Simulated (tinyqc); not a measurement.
Worked calculation: extended Hueckel theory, for BH3. Computed by tinyqc, a small Python program that keeps every step (integrals from PySCF). Settings: charge = 0, K = 1.75, multiplicity = 1. Command: `OMP_NUM_THREADS=1 python tinyqc.py 20013 20014 out.jsonl` (the two numbers bound the seeds that draw the settings). One thread of a shared host (Intel(R) Xeon(R) Processor @ 2.60GHz), about 0.01 s of CPU time with the checks.

## Overlaps

Geometry (angstrom):
```
atom          x          y         z
B      0.000000   0.000000  0.019000
H      1.123000   0.000000  0.000000
H     -0.561000   0.973000  0.000000
H     -0.561000  -0.973000  0.000000
```

Parameters chosen for this run:
```
element  shell  Slater exponent   H_ii (eV)
H           1s         1.300000  -13.600000
B           2s         1.300000  -15.200000
B           2p         1.300000   -8.500000
```

Slater orbitals, each expanded in six Gaussians scaled to its exponent.

overlap S, order 1B 2s, 1B 2px, 1B 2py, 1B 2pz, 2H 1s, 3H 1s, 4H 1s:
$$\begin{pmatrix}
1.000000 & 0.000000 & 0.000000 & 0.000000 & 0.519863 & 0.519796 & 0.519796 \\
0.000000 & 1.000000 & 0.000000 & 0.000000 & 0.550196 & -0.274800 & -0.274800 \\
0.000000 & 0.000000 & 1.000000 & 0.000000 & 0.000000 & 0.476614 & -0.476614 \\
0.000000 & 0.000000 & 0.000000 & 1.000000 & -0.009309 & -0.009307 & -0.009307 \\
0.519863 & 0.550196 & 0.000000 & -0.009309 & 1.000000 & 0.112624 & 0.112624 \\
0.519796 & -0.274800 & 0.476614 & -0.009307 & 0.112624 & 1.000000 & 0.112413 \\
0.519796 & -0.274800 & -0.476614 & -0.009307 & 0.112624 & 0.112413 & 1.000000
\end{pmatrix}$$

## Wolfsberg-Helmholz matrix

diagonal H_ii (eV): 1B 2s -15.200000, 1B 2px -8.500000, 1B 2py -8.500000, 1B 2pz -8.500000, 2H 1s -13.600000, 3H 1s -13.600000, 4H 1s -13.600000

K = 1.750000

H_ij = K' S_ij (H_ii + H_jj)/2 for i != j (the diagonal keeps H_ii), with K' = 1.75.

H (eV), order 1B 2s, 1B 2px, 1B 2py, 1B 2pz, 2H 1s, 3H 1s, 4H 1s:
$$\begin{pmatrix}
-15.200000 & 0.000000 & 0.000000 & 0.000000 & -13.100539 & -13.098847 & -13.098847 \\
0.000000 & -8.500000 & 0.000000 & 0.000000 & -10.639410 & 5.313944 & 5.313944 \\
0.000000 & 0.000000 & -8.500000 & 0.000000 & 0.000000 & -9.216519 & 9.216519 \\
0.000000 & 0.000000 & 0.000000 & -8.500000 & 0.180008 & 0.179973 & 0.179973 \\
-13.100539 & -10.639410 & 0.000000 & 0.180008 & -13.600000 & -2.680462 & -2.680462 \\
-13.098847 & 5.313944 & -9.216519 & 0.179973 & -2.680462 & -13.600000 & -2.675426 \\
-13.098847 & 5.313944 & 9.216519 & 0.179973 & -2.680462 & -2.675426 & -13.600000
\end{pmatrix}$$

## Orbitals

valence electrons = 6

Solve H C = S C e through S^(-1/2); fill by pairs from the bottom, a degenerate level sharing its electrons equally; each orbital has its largest coefficient positive (the first on a tie).

orbital energies (eV): [-19.762389, -14.410483, -14.407924, -8.501211, 12.305868, 12.337424, 27.702604]

occupations: [2.000000, 2.000000, 2.000000, 0.000000, 0.000000, 0.000000, 0.000000]

coefficients, order 1B 2s, 1B 2px, 1B 2py, 1B 2pz, 2H 1s, 3H 1s, 4H 1s:
$$\begin{pmatrix}
0.516949 & 0.000000 & -0.000135 & 0.015555 & -0.002130 & 0.000000 & 1.639984 \\
-0.000008 & 0.000000 & 0.401426 & 0.000000 & 1.373102 & 0.000000 & 0.002700 \\
0.000000 & 0.401266 & 0.000000 & 0.000000 & 0.000000 & 1.373893 & 0.000000 \\
0.000293 & 0.000000 & 0.000000 & 0.999835 & 0.000042 & 0.000000 & -0.030943 \\
0.278180 & 0.000000 & 0.583130 & -0.003999 & -1.093297 & 0.000000 & -0.854754 \\
0.278116 & 0.504980 & -0.291593 & -0.004003 & 0.548221 & -0.948167 & -0.851900 \\
0.278116 & -0.504980 & -0.291593 & -0.004003 & 0.548221 & 0.948167 & -0.851900
\end{pmatrix}$$

sum of one-electron energies = -97.161592 eV

## Mulliken analysis

P = C n C^T; charge = valence electrons (H 1, B 3) minus the sum of (P S)_ii on the atom; overlap population = 2 sum P_ij S_ij between two atoms.

charges: 1B 0.600218, 2H -0.200118, 3H -0.200050, 4H -0.200050

Overlap populations:
```
pair      value
2-1    0.814032
3-1    0.813980
3-2   -0.041748
4-1    0.813980
4-2   -0.041748
4-3   -0.041651
```
